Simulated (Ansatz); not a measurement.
water (SMILES O), charge 0, multiplicity 1, relaxed at each level with Ansatz (a program for electronic structure); harmonic frequencies from differences of analytic forces, average atomic masses, frozen cores.

```
level               harmonic frequencies (cm⁻¹)  ZPE (eV)  cost over PBE/def2-TZVPP (rough)
------------------  ---------------------------  --------  --------------------------------
PBE/def2-TZVPP                   1599 3709 3815     0.566                                ×1
r2SCAN/def2-TZVPP                1642 3812 3918     0.581                                ×2
wB97X-V/def2-TZVPP               1637 3862 3964     0.587                                ×3
MP2/cc-pVTZ                      1652 3855 3975     0.588                                ×1
CCSD(T)/cc-pVTZ                  1669 3841 3945     0.586                                ×8
CCSD(T)/cc-pVQZ                  1659 3844 3951     0.586                              ×100
```

Measured: harmonic frequencies 3832, 1648, 3942 cm⁻¹ [Alecu, Zheng, Zhao (2010)]; fundamentals as far as tabulated 3657, 1595, 3756 cm⁻¹ [NIST CCCBDB]. Measured modes stand in the spectroscopists' order.
